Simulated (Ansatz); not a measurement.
Basis-set extrapolation for C4H5Cl (`ClC1C=CC1`) (PBE0-D4/def2-TZVP geometry, frozen core, the Gaussian-basis code of Ansatz). Multiplicity 1, RHF reference.

```tsv
	def2-TZVPP	def2-QZVPP
HF	-613.890879	-613.910416
MP2 correlation	-0.837821	-0.898596
CCSD(T) correlation	-0.920827	not run
```

Energies in hartree. Use E(X) = E(∞) + A·exp(−7.88·√X) for Hartree–Fock and E(X) = E(∞) + B·X^(−2.97) for correlation, with X = 3 and 4, and add CCSD(T) minus MP2 of the smaller set to the MP2 limit.

**Question.** What is the CCSD(T) energy at the basis-set limit?

**Answer.** HF limit: -613.910416 + (-0.019537) × 0.13774 = -613.91311. MP2 limit: -0.898596 + (-0.060775) × 0.74074 = -0.94361. Higher-order term: -0.920827 − (-0.837821) = -0.08301. Total: -614.93973 hartree, 3.48 eV below CCSD(T)/def2-TZVPP.
